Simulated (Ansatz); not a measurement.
**AlBClH3 (SMILES [AlH2][BH]Cl): single points off equilibrium**

The task here is to estimate one member of a computed series from the others.

Computed with Ansatz 0.2.0, Gaussian basis. Level: single points in def2-TZVPP.

Cores are frozen in the correlated methods.

## Where the work starts

SMILES `[AlH2][BH]Cl`, 6 atoms, charge 0, spin multiplicity 1.

Atoms are counted from 1 here; the program's logs count them from 0.

Bond lengths: Al1–B2 2.163 Å, Al1–H4 1.658 Å, Al1–H5 1.454 Å, B2–Cl3 1.754 Å, B2–H6 1.004 Å. Angles: B2–Al1–H4 111.1°, B2–Al1–H5 136.6°, H4–Al1–H5 111.9°, Al1–B2–Cl3 89.1°, Al1–B2–H6 169.7°, Cl3–B2–H6 100.8°.

Coordinates:

```tsv
atom	x (Å)	y (Å)	z (Å)
Al1	-0.68970	0.53820	-0.51800
B2	0.84700	-0.04600	0.88710
Cl3	0.74120	-1.68700	0.27670
H4	-1.13100	-0.73490	-1.48400
H5	-1.33120	1.77730	-0.92820
H6	1.52210	-0.16180	1.62100
```

The first run:

run/in.yaml reads:

```yaml
crystal:
  periodic: [false, false, false]
  atoms:
    - {symbol: Al, position_ang: [-0.689700, 0.538200, -0.518000]}
    - {symbol: B, position_ang: [0.847000, -0.046000, 0.887100]}
    - {symbol: Cl, position_ang: [0.741200, -1.687000, 0.276700]}
    - {symbol: H, position_ang: [-1.131000, -0.734900, -1.484000]}
    - {symbol: H, position_ang: [-1.331200, 1.777300, -0.928200]}
    - {symbol: H, position_ang: [1.522100, -0.161800, 1.621000]}
basis:
  gaussian: {orbitals: def2-TZVPP}
correlation: {method: ccsd_t}
output: {forces: true}
```

The command line of these runs was not kept.

Steps of the session up to this table: CCSD(T)/def2-TZVPP; PBE0-D4/def2-TZVPP; wB97M-V/def2-TZVPP; r2SCAN-D4/def2-TZVPP; PBE-D4/def2-TZVPP; r2SCAN0-D4/def2-TZVPP; B97M-V/def2-TZVPP.

One table of the session follows, with a row left open; its other results are not shown here.

```
    method  RMS force component (eV/Å)  angle to CCSD(T) forces (°)  dipole (D)
   CCSD(T)                       2.644                    reference        1.29
   PBE0-D4                       2.667                          2.0        1.25
   wB97M-V                       2.598                          1.3        1.31
 r2SCAN-D4                       2.642                          1.1        1.25
    PBE-D4                       2.673                          2.1        1.12
r2SCAN0-D4                       2.637                          1.8        1.34
    B97M-V                           ?                            ?           ?
```

**Question.** Estimate the row for B97M-V.

**Answer.** RMS force component (eV/Å): 2.582; angle to CCSD(T) forces (°): 1.9; dipole (D): 1.42. In the column «RMS force component (eV/Å)» it is the lowest.
